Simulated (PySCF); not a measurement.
**From computed data to an observable: dipole moment from atomic charges**

methanidylidynesulfanium (CS), SMILES [S+]#[C-]. Atoms are numbered in the order given.

```xyz
2

C      0.0000     0.0000    -1.1122
S      0.0000     0.0000     0.4171
```

Geometry optimised at PBE0-D3(BJ)/def2-TZVPD.

Charges (e) from r2SCAN/def2-TZVPD (PySCF):

| atom | ESP fit | IAO |
|---|---|---|
| C1 | -0.266 | -0.286 |
| S2 | 0.266 | 0.286 |

The dipole moment of the full density is 2.00 D.

Question: What dipole moment does each set of point charges give, and which comes closer to that of the density?

Answer: 
μ = Σ q r, and 1 e Å = 4.8032 D.
ESP fit: Σ q r = (0.000, 0.000, 0.407) e Å, |μ| = 1.95 D.
IAO: Σ q r = (0.000, 0.000, 0.437) e Å, |μ| = 2.10 D.
ESP fit comes closer in size. Point charges leave out the atoms' own dipoles (lone pairs, polarised bonds); fits to the potential absorb them, partitions of the density don't.
